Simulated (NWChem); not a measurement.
# One shape, several levels: C2H6O (ethanol)

Wanted: a comparison of 5 runs (HF/STO-3G, HF/3-21G, PBE/cc-pVDZ, SVWN5/cc-pVDZ, CCSD/cc-pVDZ) of C2H6O (ethanol). 

The calculation is run with NWChem 7.3.0.

### 1 The system as given

The species is C2H6O (9 atoms), meant as a singlet with charge 0. SMILES: `CCO`. The coordinates come from a PBE0-D4/def2-TZVP relaxation. This is one conformer, not always the lowest.

Bond lengths: C1–C2 1.513 Å, C2–O3 1.413 Å, C1–H4 1.093 Å, C1–H5 1.092 Å, C1–H6 1.095 Å, C2–H7 1.093 Å, C2–H8 1.099 Å, O3–H9 0.961 Å. Some angles: C1–C2–O3 112.9°, C1–C2–H7 110.3°, C1–C2–H8 110.2°, O3–C2–H7 105.5°, O3–C2–H8 110.8°, C2–C1–H4 110.8°, C2–C1–H5 110.6°, C2–C1–H6 111.1°, C2–O3–H9 108.2°, H7–C2–H8 107.0°.

### 2 Energy and forces at HF/STO-3G (run 1)

Input file c2h6o.xyz:

```xyz
9
C2H6O gradient
C     -0.536400     0.571600    -0.468400
C      0.307400    -0.600000    -0.015300
O      1.205500    -0.261400     1.021600
H     -1.182000     0.285400    -1.302900
H      0.097600     1.400900    -0.789000
H     -1.181600     0.928100     0.340800
H      0.932300    -0.956600    -0.837500
H     -0.337800    -1.437600     0.285600
H      0.695000     0.069600     1.765000
```

Input file c2h6o.nw:

```
start c2h6o
title "C2H6O gradient"
memory 2200 mb

geometry noautosym nocenter noautoz
  load c2h6o.xyz
end

basis spherical bse
  * library STO-3G
end

scf
  thresh 1e-08
  maxiter 80
  print medium
end

task scf gradient
```

Launch:

```sh
$ nwchem c2h6o.nw > c2h6o.out
```

The program printed:

```text
[...]
  functions       =    21
[...]
  wavefunction    = RHF
[...]
         Total SCF energy =   -152.129914800844
      One-electron energy =   -370.351724864310
      Two-electron energy =    136.254164030495
 Nuclear repulsion energy =     81.967646032972
        Time for solution =      0.9s
[...]
                         RHF ENERGY GRADIENTS
    atom               coordinates                        gradient
                 x          y          z           x          y          z
   1 C      -1.013649   1.080167  -0.885148    0.021712  -0.023718   0.011108
   2 C       0.580902  -1.133836  -0.028913   -0.000279   0.021698  -0.004521
   3 O       2.278065  -0.493974   1.930544   -0.045745   0.009400   0.014661
   4 H      -2.233656   0.539328  -2.462124   -0.004665  -0.001574  -0.004461
   5 H       0.184437   2.647317  -1.490994    0.003333   0.004275  -0.001439
   6 H      -2.232900   1.753855   0.644019   -0.004823   0.002328   0.004492
   7 H       1.761792  -1.807712  -1.582646    0.000666   0.000014   0.002242
   8 H      -0.638349  -2.716670   0.539706    0.001341  -0.001145   0.001870
   9 H       1.313360   0.131525   3.335366    0.028461  -0.011277  -0.023951
[...]
```

Wall time 1.6 s (1 thread of Intel Xeon Platinum 8259CL at 2.50GHz (Skylake/Cascade Lake), shared host); peak memory 0.097 GiB.

### 3 Energy and gradient at HF/3-21G (run 2)

Input file mol.nw:

```
start mol
memory stack 880 mb heap 220 mb global 1100 mb
charge 0

geometry units angstroms noautosym nocenter noautoz
C    -0.536400    0.571600   -0.468400
C     0.307400   -0.600000   -0.015300
O     1.205500   -0.261400    1.021600
H    -1.182000    0.285400   -1.302900
H     0.097600    1.400900   -0.789000
H    -1.181600    0.928100    0.340800
H     0.932300   -0.956600   -0.837500
H    -0.337800   -1.437600    0.285600
H     0.695000    0.069600    1.765000
end

basis spherical bse
C library 3-21G
O library 3-21G
H library 3-21G
end

scf
nopen 0
rhf
thresh 1e-08
maxiter 80
end

task scf gradient
```

Launch:

```sh
$ nwchem mol.nw > mol.out
```

The program printed:

```text
[...]
  functions       =    39
[...]
  wavefunction    = RHF
[...]
         Total SCF energy =   -153.221423994293
      One-electron energy =   -370.610499822301
      Two-electron energy =    135.421429795036
 Nuclear repulsion energy =     81.967646032972
        Time for solution =      1.3s
[...]
                         RHF ENERGY GRADIENTS
    atom               coordinates                        gradient
                 x          y          z           x          y          z
   1 C      -1.013649   1.080167  -0.885148    0.009949  -0.012374   0.005746
   2 C       0.580902  -1.133836  -0.028913    0.003954   0.025279   0.019740
   3 O       2.278065  -0.493974   1.930544   -0.010283  -0.005780  -0.011008
   4 H      -2.233656   0.539328  -2.462124   -0.004010  -0.001481  -0.004820
   5 H       0.184437   2.647317  -1.490994    0.002958   0.005155  -0.002439
   6 H      -2.232900   1.753855   0.644019   -0.003480   0.001603   0.003887
   7 H       1.761792  -1.807712  -1.582646    0.005726  -0.003007  -0.005642
   8 H      -0.638349  -2.716670   0.539706   -0.003489  -0.006535   0.003074
   9 H       1.313360   0.131525   3.335366   -0.001325  -0.002860  -0.008538
[...]
```

It took 2.1 s on 1 thread of Intel Xeon Platinum 8259CL at 2.50GHz (Skylake/Cascade Lake), shared host; peak memory 0.099 GiB.

### 4 Energy and gradient at PBE/cc-pVDZ (run 3)

Input file c2h6o.nw:

```
start c2h6o
title "C2H6O"
memory 2200 mb

geometry noautosym nocenter noautoz
   C     -0.536400     0.571600    -0.468400
   C      0.307400    -0.600000    -0.015300
   O      1.205500    -0.261400     1.021600
   H     -1.182000     0.285400    -1.302900
   H      0.097600     1.400900    -0.789000
   H     -1.181600     0.928100     0.340800
   H      0.932300    -0.956600    -0.837500
   H     -0.337800    -1.437600     0.285600
   H      0.695000     0.069600     1.765000
end

basis spherical bse
   * library cc-pVDZ
end

dft
   xc xpbe96 cpbe96
   mult 1
   grid xfine
   convergence energy 1e-08
   maxiter 100
   mulliken
end

task dft gradient
```

Launch:

```sh
$ nwchem c2h6o.nw > c2h6o.out
```

The program printed:

```text
[...]
          Wavefunction type:  closed shell.
          No. of atoms     :     9
          No. of electrons :    26
[...]
          Charge           :     0
          Spin multiplicity:     1
[...]
          AO basis - number of functions:    72
[...]
              XC Information
              --------------
          PerdewBurkeErnzerhof Exchange Functional  1.000
            Perdew 1991 LDA Correlation Functional  1.000 local
           PerdewBurkeErnz. Correlation Functional  1.000 non-local
[...]
 d= 0,ls=0.0,diis     1   -154.7902050404 -2.37D+02  1.48D-02  5.02D-01     5.0
[...]
 d= 0,ls=0.0,diis     8   -154.8413275874 -6.14D-09  4.46D-06  1.63D-07    34.9
         Total DFT energy =     -154.841327587382
      One electron energy =     -372.114596386898
           Coulomb energy =      156.816413605753
    Exchange-Corr. energy =      -21.510790839209
 Nuclear repulsion energy =       81.967646032972
[...]
      Total Density - Mulliken Population Analysis
     ---------------------------------------------
    Atom       Charge   Shell Charges
 -----------   ------   -------------------------------------------------------
    1 C    6     6.07   2.02  0.66  0.38  2.13  0.85  0.04
    2 C    6     5.93   2.02  0.67  0.36  2.07  0.69  0.11
    3 O    8     8.24   2.01  0.84  0.87  2.86  1.65  0.01
    4 H    1     0.98   0.74  0.21  0.03
    5 H    1     0.96   0.74  0.19  0.03
    6 H    1     0.98   0.74  0.21  0.03
    7 H    1     0.97   0.76  0.18  0.03
    8 H    1     0.99   0.76  0.21  0.03
    9 H    1     0.88   0.71  0.09  0.08
[...]
  wavefunction    = closed shell
[...]
```

Run time: 44 s. Hardware: 1 thread of Intel Xeon Platinum 8259CL at 2.50GHz (Skylake/Cascade Lake), shared host; peak memory 0.14 GiB.

Run 4 isn't shown in full; the table further down has it.

### 5 A single-point energy at CCSD/cc-pVDZ (run 5)

c2h6o.xyz: that of step 2 with these lines changed.

```diff
@@ -1,3 +1,3 @@
 9
-C2H6O gradient
+C2H6O
 C     -0.536400     0.571600    -0.468400
```

Input file c2h6o.nw:

```
start c2h6o
title "C2H6O"
memory total 2200 mb
charge 0

geometry units angstroms noautosym nocenter noautoz
 load c2h6o.xyz
end

basis spherical bse
 * library cc-pVDZ
end

scf
 thresh 1e-08
 maxiter 80
 print medium
end

ccsd
 freeze core 3
 maxiter 60
end

task ccsd
```

Launch:

```sh
$ nwchem c2h6o.nw > c2h6o.out
```

The program printed:

```text
[...]
  functions       =    72
[...]
  wavefunction    = RHF
[...]
         Total SCF energy =   -154.092340035258
      One-electron energy =   -371.839051307312
      Two-electron energy =    135.779065239082
 Nuclear repulsion energy =     81.967646032972
        Time for solution =     13.1s
[...]
 Total MP2 energy:           -154.573141762711600
[...]
             energy      energy      error      ampl     ampl      Block
                                                time     time      time
[...]
 Total CCSD energy:           -154.610878875943740
[...]
```

Run time: 83 s. Hardware: 1 thread of Intel Xeon Platinum 8259CL at 2.50GHz (Skylake/Cascade Lake), shared host; peak memory 0.16 GiB.

### 6 The series

| run | level | iteration cap | module | energy (Eh) | dipole moment (D) | HOMO energy (eV) | LUMO energy (eV) | wall time |
| --- | --- | --- | --- | --- | --- | --- | --- | --- |
| 1 | HF/STO-3G | 80 | scf | -152.129915 | 1.51 | -9.50 | 15.59 | 1.6 s |
| 2 | HF/3-21G | 80 | scf | -153.221424 | 2.06 | -11.61 | 7.06 | 2.1 s |
| 3 | PBE/cc-pVDZ | 100 | dft | -154.841328 | 1.42 | -5.70 | 0.93 | 44 s |
| 4 | SVWN5/cc-pVDZ | 100 | dft | -153.727366 | 1.48 | -5.79 | 0.77 | 22 s |
| 5 | CCSD/cc-pVDZ | 80 | ccsd | -154.610879 | – | -11.86 | 4.88 | 83 s |

### 7 Results

| quantity | value |
| --- | --- |
| run 5: total energy | -154.61088 Eh |
| run 5: HOMO energy (Hartree–Fock orbitals) | -11.86 eV |
| run 5: LUMO energy (Hartree–Fock orbitals) | 4.88 eV |
| run 5: HOMO–LUMO gap (Hartree–Fock orbitals) | 16.74 eV |
| run 5: correlation energy (3 core orbitals frozen) | -518.5 mEh |

In words: Over runs 1, 2, 3, 4 the dipole moment (its size) runs from 1.42 D (PBE/cc-pVDZ) to 2.06 D (HF/3-21G). The two ends differ in method and basis. Over runs 1, 2, 3, 4 the HOMO–LUMO gap runs from 6.56 eV (SVWN5/cc-pVDZ) to 25.09 eV (HF/STO-3G). Totals of different functionals can't be ranked against each other. In run 1 the basis is minimal, so the values are rough. All runs together took 2.5 min, the longest 83 s.
